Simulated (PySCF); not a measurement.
Cost of one run: core-ionisation job, sulfuryl fluoride, `O=S(=O)(F)F`.

Method: delta-SCF UKS PBE0, pcX-2 on the ionised atom, pcseg-1 elsewhere, spin-free X2C (PySCF 2.14.0). Geometry: PBE0-D3(BJ)/def2-SVP. Work: ΔSCF core ionisation, 4 holes, density fitting. The command runs a driver script over a list of jobs; the input below is this job's line of settings and its coordinates in Å.

Command:
```bash
OMP_NUM_THREADS=1 python probes_run.py task.json out
```

Input:
```
{"job": {"kind": "xps", "xc": "PBE0"}, "charge": 0, "multiplicity": 1}
O      0.888682    -0.628035    -1.060122
S      0.149425    -0.085218     0.029165
O      0.519555    -0.150889     1.402767
F     -1.338066    -0.587779    -0.101419
F     -0.188644     1.416057    -0.309418
```

Hardware: one thread of an Intel Xeon 6975P-C, no GPU (shared host). PySCF's memory limit was set to 1200 MB.

The basis has 116 functions.

Task: Estimate the wall time.

Result: About 7.6 s. The run took 59 SCF cycles in all, 1.9 s a hole on average.

Task: How much memory does it need at the peak?

Result: About 0.42 GiB. Peak memory is the resident size of the whole Python process, interpreter and libraries included.

The host was shared with other jobs, so the times are rough.
